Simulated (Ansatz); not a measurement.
H2O4P− (`O=P([O-])(O)O`) from Hartree–Fock to CCSD(T)

Cartesian coordinates in Å:
```
O 0.702 1.217 -0.991
P 0.029 0.023 -0.418
O -0.548 -1.099 -1.204
O 1.069 -0.655 0.666
O -1.156 0.588 0.577
H 0.859 -1.593 0.664
H -0.955 1.519 0.705
```

Charge -1, multiplicity 1. The geometry is a stationary point of PBE0-D4/def2-TZVPD. It is one conformer, not always the lowest. Frozen core, restricted reference, the Gaussian-basis code of Ansatz. CBS rows extrapolate triple and quadruple zeta.

```
      basis     HF (Eh)  MP2 corr.  CCSD corr.       (T)  CCSD(T) total
  def2-SVPD  -641.18799   -0.91605           ?  -0.02948              ?
def2-TZVPPD  -641.69927   -1.12266    -1.12091         ?              ?
def2-QZVPPD           ?   -1.21032    -1.19842  -0.05133              ?
  CBS(def2)  -641.72684   -1.27525    -1.25584         ?              ?
```

(1) Fill in the withheld values. (An estimate is asked.)

Results:

(1) The calculation gave: def2-SVPD CCSD corr.: -0.92338; def2-SVPD CCSD(T) total: -642.14085; def2-TZVPPD (T): -0.04558; def2-TZVPPD CCSD(T) total: -642.86576; def2-QZVPPD HF (Eh): -641.72350; def2-QZVPPD CCSD(T) total: -642.97325; CBS(def2) (T): -0.05559; CBS(def2) CCSD(T) total: -643.03827.
